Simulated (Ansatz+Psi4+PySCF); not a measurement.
A calculation with PySCF 2.14.0.

```python
from pyscf import gto, scf, mp

mol = gto.M(atom="""
N 0.564990 0.000000 -2.000000
N -0.564990 0.000000 -2.000000
N -0.564990 0.000000 2.000000
N 0.564990 0.000000 2.000000
""", basis='cc-pvtz', charge=1, spin=1)
mf = scf.UHF(mol)
mf.kernel()
pt = mp.MP2(mf, frozen=4).run()
print(mf.e_tot, pt.e_corr, pt.e_tot)
```

The script is written out from the run's settings.

Results

```json
{
  "Converged": "yes",
  "Reference energy": "-217.35047 hartree",
  "Correlation energy": "-0.82071 hartree",
  "Total energy": "-218.17119 hartree",
  "Spin squared of the determinant": "0.766"
}
```

Messages of the program:
```
WARN: HOMO -0.377040761678042 >= LUMO -0.377040761678042
WARN: HOMO -0.377040761678042 >= LUMO -0.377040761678042
```

The reference isn't the lowest determinant (another lies 1.44 eV lower), but the same method gives a higher total on the lower determinant. Caution: MP2 on this radical cation hangs on the determinant chosen; the charge can sit on one fragment and break the point group.
